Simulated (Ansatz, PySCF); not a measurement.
## Smallest direct gap on the k points sampled of zinc-blende BP at several levels of theory

No measured value is used here.

```
level (code)            value (eV)  cell (Å³/atom)
---------------------  -----------  --------------
LDA (Ansatz)                  3.38           11.68
PBE (Ansatz)                  3.40           11.68
PBE-D4 (Ansatz)               3.44           11.42
r²SCAN (Ansatz)               3.60           11.68
HSE06 (Ansatz)                   ?           11.68
r²SCANh (Ansatz)                 ?           11.68
Hartree–Fock (Ansatz)            ?           11.68
G0W0@PBE (PySCF)       4.28 ± 0.05           11.68
G0W0@r²SCAN (Ansatz)          4.50           11.68
```

Q: Complete the blanks.

A: 
- HSE06 (Ansatz, an electronic-structure program), value (eV): 4.34
- r²SCANh (Ansatz), value (eV): 4.18
- Hartree–Fock (Ansatz), value (eV): 10.70

At these levels the smallest gap is indirect and lower: LDA 1.18, PBE 1.24, PBE-D4 1.21, r²SCAN 1.41, HSE06 1.96, r²SCANh 1.93, Hartree–Fock 7.83, G0W0@PBE 1.94, G0W0@r²SCAN 2.15 eV. Computed values are for a static lattice.  A ± on a computed value is a rough bar: the spread of its extrapolation, a floor set from checks against published values, or a statistical error. Values are at the measured cell; PBE-D4 at the level's own equilibrium cell. Cutoffs and k meshes differ between the levels. Ansatz's density-functional and Hartree–Fock values are scalar-relativistic unless marked +SOC, with PAW data made under PBE.
